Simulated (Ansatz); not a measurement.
This geometry of CH$_{6}$NSi (9 atoms, charge 0, multiplicity 2) is a first-order saddle point.

Theory: Ansatz, UHF/def2-SVP.

```xyz
9
Properties=species:S:1:pos:R:3
C -0.666 0.810 -0.886
Si 0.867 0.027 -0.083
N 0.405 -0.861 1.332
H -0.822 0.397 -1.886
H -0.578 1.893 -0.982
H -1.557 0.590 -0.292
H 1.530 -0.942 -0.998
H 1.027 -1.546 1.717
H -0.119 -0.415 2.061
```

(1) Which two structures does it join? (They come from a converged band through this point; their orientation in space is the band's.)

(2) How far does it lie above each of them?

Results:

(1) No bond is made or broken. The dihedral H6–C1–Si2–N3 goes from 62 to -58°. The two ends are copies of one structure, up to a mirror image or an exchange of like atoms.

Initial state:

```xyz
9
Properties=species:S:1:pos:R:3
C -0.684 0.817 -0.854
Si 0.845 0.186 0.060
N 0.382 -0.995 1.241
H -1.210 -0.011 -1.336
H -0.403 1.542 -1.621
H -1.380 1.310 -0.171
H 1.785 -0.485 -0.877
H 1.066 -1.628 1.610
H -0.312 -0.784 1.932
```

Final state:

```xyz
9
Properties=species:S:1:pos:R:3
C -0.664 0.791 -0.892
Si 0.854 -0.053 -0.150
N 0.439 -0.790 1.363
H -0.425 1.227 -1.864
H -1.027 1.595 -0.247
H -1.476 0.071 -1.026
H 1.352 -1.136 -1.042
H 1.025 -1.503 1.752
H 0.011 -0.250 2.091
```

(2) 1.4 kcal/mol above the first and 1.4 kcal/mol above the second. This is the barrier of this one path; another mechanism may lie lower.

The run took 2.3 min on 1 thread of Intel(R) Xeon(R) Processor @ 2.50GHz (Skylake/Cascade Lake), on a shared host, peak memory 0.17 GiB.
